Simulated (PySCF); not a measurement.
How good is the calculation?

Atom-mapped SMILES (the numbers label the heavy atoms): `[OH:1][CH2:2][C:3]([F:4])([F:5])[F:6]`. Hydrogens are named by the atom that carries them.

The experiment to reproduce: δ $^{19}$F F4/F5/F6 -77.8 ppm (measured; G. Saielli, R. Bini, A. Bagno, Computational 19F NMR. 2. Organic compounds, RSC Adv. 2014, ESI (exp. from Berger-Braun-Kalinowski 1994 and Everett 1995)).
δ $^{17}$O O1 -20.2 ppm (measured; liquid, neat, 295 K; 17O NMR survey of organic solvents and oxofluorinated compounds, PMC5915748). Coupling constants: $^{1}J$(C2,H(C2)) 147.5 Hz.

[PySCF 2.14: structure optimised with GFN2-xTB; σ from GIAO-PBE0/pcSseg-1; J: B3LYP/pcJ-1; equivalent nuclei averaged; no solvent; one computed conformer; non-relativistic]

Question: How close does the calculation come?

Answer: 
Reference values: measured (G. Saielli, R. Bini, A. Bagno, Computational 19F NMR. 2. Organic compounds, RSC Adv. 2014, ESI (exp. from Berger-Braun-Kalinowski 1994 and Everett 1995)).
| atoms | quantity | reference | computed | computed, scaled |
| --- | --- | --- | --- | --- |
| F4/F5/F6 | δ $^{19}$F vs CFCl3 | -77.8 | -95.8 | -80.1 |

Reference values: measured (liquid, neat, 295 K; 17O NMR survey of organic solvents and oxofluorinated compounds, PMC5915748).
```csv
atoms,quantity,reference,computed,"computed, scaled"
O1,δ $^{17}$O vs D2O (external),-20.2,–,-27.0
```

Computed shifts are σ(ref) − σ with the named reference compound (TMS for H and C) calculated as an isolated molecule at the same level. The measured values may be among those fitted. Shieldings were converted by a linear fit to measured shifts: $^{17}$O (scatter 10.7 ppm rms, 12.2 ppm with the 3 outliers that the fit left out vs liquid water, solution or neat liquid); $^{19}$F (scatter 6.0 ppm rms, 7.0 ppm with the 5 outliers that the fit left out vs CFCl3, solution or neat liquid, with a term for F on sp3 carbon). Occasional misses reach two or three times the rms, and more in compound classes unlike the fitted ones.

Coupling constants in Hz:
| coupling | reference | computed | source |
| --- | --- | --- | --- |
| $^{1}J$(C2,H(C2)) | 147.5 | 152.8 | measured; liquid or solution (compiled); San Fabian, Garcia de la Vega, Suardiaz et al., Magn. Reson. Chem. 2013, 51, 775 (SI) |

3 of the 4 published NMR values on file for this molecule are compared.
